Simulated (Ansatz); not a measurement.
Geometry optimisation, RKS B3LYP-D4/6-31G* (Ansatz 0.2.0).

The input (input.yaml):

```yaml
crystal:
  periodic: [false, false, false]
  atoms:
    - { symbol: Si, position_ang: [-0.457235, 0.162796, -0.523996] }
    - { symbol: H, position_ang: [0.086831, 1.34617, 1.808395] }
    - { symbol: C, position_ang: [1.335099, -0.37355, -0.360839] }
    - { symbol: H, position_ang: [1.404473, -1.467578, -0.346215] }
    - { symbol: H, position_ang: [1.918909, -0.012885, -1.216462] }
    - { symbol: H, position_ang: [1.79887, 0.002844, 0.555637] }
    - { symbol: H, position_ang: [-0.573595, 1.645361, -0.499527] }
    - { symbol: H, position_ang: [-0.945631, -0.301251, -1.858129] }
    - { symbol: "N", position_ang: [-1.494975, -0.548005, 0.753019] }
    - { symbol: H, position_ang: [-2.061311, -1.33284, 0.443983] }
    - { symbol: H, position_ang: [-2.098998, 0.106539, 1.238173] }
    - { symbol: H, position_ang: [-0.220138, 0.772401, 2.086561] }
basis:
  gaussian: { orbitals: "6-31G*" }
hamiltonian:
  xc: b3lyp
  dispersion: d4
relax:
  f_tol: 0.03
  max_steps: 50
```

Command:

```bash
$ ansatz run input.yaml --threads 1 --pin off --max-ram 2048MiB --backend cpu --events-out ev --progress --plain --runs-dir out
```

Task: Where does it end, and by what steps?

Result: The run converged. The force dipped under the threshold on the way, but the program's further checks kept it going. After 24 steps the energy has fallen by 0.289 eV; H2 moved furthest, 1.68 Å.

```
step  energy less start (eV)  largest force component (eV/Å)  accepted
   0                  0.0000                           1.319       yes
   1                 -0.1270                           0.458       yes
   2                 -0.1803                           0.372       yes
   3                 -0.2177                           0.287       yes
   4                 -0.2337                           0.138       yes
   5                 -0.2502                           0.291       yes
   6                 -0.2582                           0.294       yes
   7                 -0.1912                           1.406        no
   8                 -0.2689                           0.150       yes
   9                 -0.2761                           0.072       yes
  10                 -0.2736                           0.178        no
  11                 -0.2792                           0.052       yes
  12                 -0.2810                           0.104       yes
  13                 -0.2826                           0.055       yes
  14                 -0.2787                           0.571        no
  15                 -0.2840                           0.035       yes
  16                 -0.2852                           0.039       yes
  17                 -0.2862                           0.078       yes
  18                 -0.2868                           0.070       yes
  19                 -0.2877                           0.058       yes
  20                 -0.2880                           0.102       yes
  21                 -0.2882                           0.049       yes
  22                 -0.2884                           0.015       yes
  23                 -0.2885                           0.009       yes
  24                 -0.2886                           0.018       yes
```

```xyz
12
Properties=species:S:1:pos:R:3
Si -0.498 0.069 -0.890
H -0.064 1.100 3.462
C 1.296 -0.422 -0.620
H 1.379 -1.470 -0.305
H 1.876 -0.310 -1.544
H 1.756 0.199 0.155
H -0.625 1.506 -1.259
H -1.033 -0.726 -2.043
N -1.375 -0.119 0.606
H -1.438 -1.044 1.019
H -2.268 0.354 0.698
H -0.314 0.863 2.800
```

Run time: 76 s on 1 thread of Arm Neoverse V1 (shared host), peak memory 0.14 GiB.
